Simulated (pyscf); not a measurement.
**Substitution at C: O=O [triplet] + CH₄ → H₃C–O–O• + H•**

Gas phase, triplet surface, charge 0. Bonds broken: C3–H4. Bonds formed: O1–C3. Optimised with ωB97X-D3(BJ)/def2-SVP in PySCF. MP2 and CC: frozen core, UHF for open shells. ΔMP2 is the change of the MP2 total energy from the triple- to the quadruple-zeta basis.

Transition state (Å):

```xyz
7

O      0.1252     0.0655     0.9847
O     -0.6064     0.5549     1.8819
C     -0.7004    -0.1117    -0.4574
H     -1.5173    -0.2890    -1.8905
H     -1.4934    -0.7845    -0.1192
H     -0.9648     0.9347    -0.6333
H      0.1138    -0.5391    -1.0497
```

One imaginary mode, 1553i cm⁻¹; descent along it reached the two sides named.

```
bond   change  reactant side (Å)  saddle  product side
-----  ------  -----------------  ------  ------------
C3–H4  breaks              1.099   1.659           3.7
O1–C3   forms                3.4   1.671         1.435
```

Electronic energies relative to the separated reactants (kJ/mol):

```
level                             barrier  reaction energy  reverse barrier
--------------------------------  -------  ---------------  ---------------
ωB97X-D3(BJ)/def2-TZVP              396.1           +320.1             75.9
PBE/def2-TZVP                       333.1           +307.8             25.4
r²SCAN/def2-TZVP                    349.3           +323.4             25.9
B3LYP-D3(BJ)/def2-TZVP              365.0           +321.8             43.2
PBE0-D3(BJ)/def2-TZVP               366.7           +312.2             54.5
M06-2X/def2-TZVP                    386.4           +313.0             73.4
ωB97M-D3(BJ)/def2-TZVP              391.2           +318.8             72.4
HF/def2-TZVP                        430.9           +296.8            134.2
MP2/def2-QZVPP                      423.2           +335.2             88.1
CCSD/def2-TZVPP                     406.6           +326.0             80.5
CCSD(T)/def2-TZVPP                  393.3           +323.2             70.2
CCSD(T)/def2-TZVPP + ΔMP2(QZVPP)    387.3           +318.9             68.4
```

With CCSD(T)/def2-TZVPP + ΔMP2(QZVPP) energies and thermal terms (ideal gas, 1 atm, RRHO with modes under 100 cm⁻¹ raised to 100, one conformer, R ln 2 for rigid chiral ones), in kJ/mol:

| T (K) | ΔH‡ | ΔG‡ | ΔH | ΔG |
|---|---|---|---|---|
| 298 | 371.0 | 402.8 | +304.9 | +307.5 |
| 600 | 373.7 | 434.3 | +308.7 | +308.9 |
| 900 | 377.6 | 463.7 | +313.5 | +308.0 |
| 1200 | 381.1 | 491.9 | +318.0 | +305.5 |

H₃C–O–O• + H• also meet on a surface of lower spin, which isn't treated here. H₃C–O–O• lies 205.7 kJ/mol over its isomer HO–CH•–OH, and others may lie lower still (electronic energy, ωB97M-D3(BJ)). This is the saddle that the search found; another between the same sides may lie lower. The angle at the attacked C is 180°. The CCSD(T) − MP2 part came from Ansatz, without density fitting, on the same reference. A UHF reference is spin-contaminated (<S²> up to 2.11), which harms MP2 most.
